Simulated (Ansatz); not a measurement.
Relaxation of FH$_{6}$NSi (9 atoms, charge 0, multiplicity 1), to a largest force component of 0.03 eV/Å in at most 50 steps.

The calculation used Ansatz 0.2.0, RKS CAM-B3LYP-D4/6-31G*.

```xyz
9
Properties=species:S:1:pos:R:3
Si -0.493 -0.076 -0.329
F 0.018 0.786 2.283
H 0.705 -0.757 0.204
H -0.229 1.366 -0.528
H -0.791 -0.703 -1.646
N -1.933 -0.299 0.716
H -2.669 -0.895 0.363
H -2.345 0.560 1.060
H -0.494 0.018 2.416
```

Task: Where does it end, and by what steps?

Result: It converged. After 10 steps the energy has fallen by 0.295 eV; H7 moved furthest, 0.81 Å.

```tsv
step	energy less start (eV)	largest force component (eV/Å)	accepted
0	0.0000	0.894	yes
1	-0.0810	1.256	yes
2	-0.1641	0.765	yes
3	-0.1884	1.025	yes
4	-0.2446	0.370	yes
5	-0.2599	0.431	yes
6	-0.2782	0.506	yes
7	-0.2942	0.077	yes
8	-0.2947	0.063	yes
9	-0.2953	0.038	yes
10	-0.2953	0.010	yes
```

```xyz
9
Properties=species:S:1:pos:R:3
Si -0.485 -0.067 -0.420
F -0.074 0.615 2.657
H 0.579 -1.003 -0.004
H -0.012 1.332 -0.449
H -0.945 -0.443 -1.785
N -1.769 -0.160 0.790
H -2.152 -1.087 0.952
H -2.539 0.489 0.658
H -0.833 0.326 2.142
```

Whether the end is a true minimum wasn't checked by a vibrational analysis.

Run time: 30 s on 1 thread of Arm Neoverse V1 (shared host), peak memory 0.14 GiB.
